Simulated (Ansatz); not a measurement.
System (SMILES): CCl (CH3-Cl).
Atoms: C1, Cl2, H3, H4, H5. Bonds: C1-Cl2, C1-H3, C1-H4, C1-H5.

Basis-set convergence of the optimised C1-H3 bond length at PBE with Ansatz (an electronic-structure program). Cartesian d functions, on some or all atoms, in 6-311+G**; all else is spherical. The program fits the integrals of some runs and decomposes those of others, by size. Core-valence sets carry the plain set on hydrogen. No added dispersion term, no relativity. Reference: the value in pcseg-3, 1.0934 Å.

| basis | functions | optimised C1-H3 bond length (Å) |
|---|---|---|
| STO-3G | 17 | 1.1080 |
| 3-21G | 28 | [?] |
| def2-SVP | 47 | 1.1057 |
| 6-311+G** | 71 | [?] |
| def2-SVPD | 71 | [?] |
| aug-cc-pV(D+d)Z | 82 | [?] |
| pcseg-2 | 106 | 1.0937 |
| jun-cc-pV(T+d)Z | 129 | 1.0938 |
| 6-311++G(3df,3pd) | 140 | 1.0935 |
| cc-pCVTZ | 144 | 1.0940 |
| aug-pcseg-2 | 165 | 1.0936 |
| aug-cc-pV(T+d)Z | 170 | 1.0938 |
| pcseg-3 | 223 | 1.0934 |

Question: Some entries are withheld; supply them.

Answer: 
- 3-21G, optimised C1-H3 bond length (Å): 1.0961
- 6-311+G**, optimised C1-H3 bond length (Å): 1.0956
- def2-SVPD, optimised C1-H3 bond length (Å): 1.1034
- aug-cc-pV(D+d)Z, optimised C1-H3 bond length (Å): 1.1019
